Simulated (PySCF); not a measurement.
Computed IR spectrum (relative IR intensity) of a molecule C4H8. Coordinates come from a PBE-D3(BJ)/def2-SVP optimisation. The values are those of a single conformer. Method: PBE-D3(BJ)/def2-SVP in PySCF. Frequencies are harmonic and unscaled.

ν (cm⁻¹): 614 (vw), 909 (vw), 1408 (vw), 2987 (vs), 3048 (m), 3061 (s) (against the strongest line: vs over 80 %, s over 45 %, m over 15 %, w over 4 %, vw less)

Question: Which structure fits?
A. C1CCC1
B. C=C(C)C
C. CC1CC1
D. C/C=C\C

Answer: A, C1CCC1
